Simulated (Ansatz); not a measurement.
Lattice constant a (Å) of solids drawn from the class of elemental solids other than molecular ones, at two levels: PBE (plane waves, PAW; Ansatz, a first-principles code), and B3LYP (VWN-RPA form) (Ansatz, PAW).

| solid | PBE | B3LYP (VWN-RPA form) | shift (%) |
|---|---|---|---|
| bcc Nb | 3.310 | 3.333 | +0.69 |
| fcc Au | 4.158 | 4.229 | +1.71 |
| fcc Ir | 3.871 | 3.885 | +0.36 |
| fcc Al | 4.040 | 4.061 | +0.52 |
| fcc Pd | 3.943 | 3.988 | +1.14 |
| bcc Cs | 6.162 | 6.311 | +2.42 |
| bcc Na | 4.197 | 4.205 | +0.19 |
| bcc W | 3.184 | 3.196 | +0.38 |

The shifts run from +0.19 % to +2.42 %, with a median of +0.61 %.

Of 8 rows, B3LYP (VWN-RPA form) is the larger in 8 and the smaller in 0.

Ansatz's runs of these crystals have no spin polarisation. Meta-GGAs and exact exchange favour moments, which can bear on fcc Pd.

Spin–orbit coupling is left out, also for the solids with elements from indium on (fcc Au, fcc Ir, bcc Cs, bcc W); its size isn't shown.

Exact exchange on metals is sensitive to the k mesh.

Caveats: the cell is over a tenth larger than the published one: the level's own overestimate first of all, though another phase or state, or a fault of the published cell, is possible (B3LYP (VWN-RPA form): fcc Au). Ansatz's density-functional and Hartree–Fock values are scalar-relativistic unless marked +SOC, with PAW data made under PBE.
